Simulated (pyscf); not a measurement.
H₃C–Zn–CH₃ + ammonia (NH₃) → methane (CH₄) + H₃C–Zn–NH₂ (four-centre exchange; singlet surface; C–Zn, H–N broken, C–H, N–Zn formed). Optimised with ωB97X-D3(BJ)/def2-SVP in PySCF. Energies in eV from the separated reactants.

```json
[
 {"level": "ωB97X-D3(BJ)/def2-TZVP", "barrier": "___", "reaction energy": "___"},
 {"level": "r²SCAN/def2-TZVP", "barrier": "1.03", "reaction energy": "-0.43"},
 {"level": "PBE0-D3(BJ)/def2-TZVP", "barrier": "1.06", "reaction energy": "-0.38"},
 {"level": "M06-2X/def2-TZVP", "barrier": "0.99", "reaction energy": "-0.45"},
 {"level": "ωB97M-D3(BJ)/def2-TZVP", "barrier": "___", "reaction energy": "-0.39"},
 {"level": "HF/def2-TZVP", "barrier": "1.67", "reaction energy": "-0.49"}
]
```

What belongs in the gaps?


- ωB97X-D3(BJ)/def2-TZVP, barrier: 1.16
- ωB97X-D3(BJ)/def2-TZVP, reaction energy: -0.41
- ωB97M-D3(BJ)/def2-TZVP, barrier: 1.20

The functionals in the table span 0.21 eV in this barrier, from M06-2X to ωB97M-D3(BJ). On the reactant side the descent ends in an adduct with a N–Zn contact, 0.42 eV under the separated species and 1.58 eV under the saddle at ωB97X-D3(BJ)/def2-TZVP. What is counted as formed (N–Zn) is already present as a longer contact in the reactant adduct; forming that adduct is a step of its own. One saddle was located; it need not be the lowest between these sides. Elements up to Kr have no core potential and no relativistic terms here.
